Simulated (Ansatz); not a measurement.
GeH, quartet: stretch scan

Starting geometry (PBE0/def2-TZVP stationary point for this spin):

```xyz
2

Ge    0.0000    0.0000    0.0000
H     0.0000    0.0000    1.5719
```

From there H2 moves along the line of the two atoms named below, all else staying in place; atoms are numbered as listed. Energies are in kJ/mol, counted from the starting geometry at the same level. Kohn–Sham curves are unrestricted where that lies lower.

Basis cc-pVTZ; Ansatz 0.2.0. Only valence electrons are correlated (noble-gas cores and the filled d shells of p-block atoms frozen). Active spaces: valence = (5e, 5o) chosen from the atoms' valence shells. No spin–orbit coupling is included, and no scalar relativity.

For open shells CISD is restricted-active-space CI with the open shells as a complete middle space. A value is left out where its run failed or describes another state than the reference as far as symmetry and spin tell, or, spin-broken singlets apart, can't be checked.

Full CI is exact within this basis and frozen core; it isn't the basis-set limit.

| distance Ge1-H2 (Å) | full CI | curve A | curve B | curve C | curve D |
| --- | --- | --- | --- | --- | --- |
| 1.243 | 120.3 | 117.4 | 119.2 | 110.5 | – |
| 1.382 | 30.8 | 29.0 | 30.4 | 27.1 | 29.9 |
| 1.572 | 0.0 | 0.0 | 0.0 | 0.0 | 0.0 |
| 1.731 | 11.1 | 13.2 | 10.9 | 10.9 | 12.0 |
| 1.932 | 38.7 | 43.8 | 37.0 | 34.8 | 40.0 |
| 2.196 | 69.5 | 75.6 | 64.2 | 59.1 | 70.2 |
| 2.561 | 90.5 | 91.6 | 81.9 | 75.9 | 90.3 |
| 2.871 | 97.5 | 94.6 | 89.3 | 82.3 | 96.9 |
| 3.396 | 101.8 | 95.8 | 93.4 | 85.5 | 101.0 |
| 4.298 | 103.4 | 96.2 | 94.8 | 86.1 | 102.5 |
| 5.334 | 103.7 | – | – | – | 102.8 |

**Question.** The curves come from CASSCF (valence space), CISD, NEVPT2 (valence space), wB97M-V. Compare each with full CI and say which is which.

**Answer.** A: CASSCF (valence space), B: NEVPT2 (valence space), C: wB97M-V, D: CISD. Spread of the error against full CI, over the points where both stand: A 13.3, B 8.6, C 17.3, D 2.2 kJ/mol. 

Functionals correlate the shells that the reference freezes, so part of their error here is the reference's.
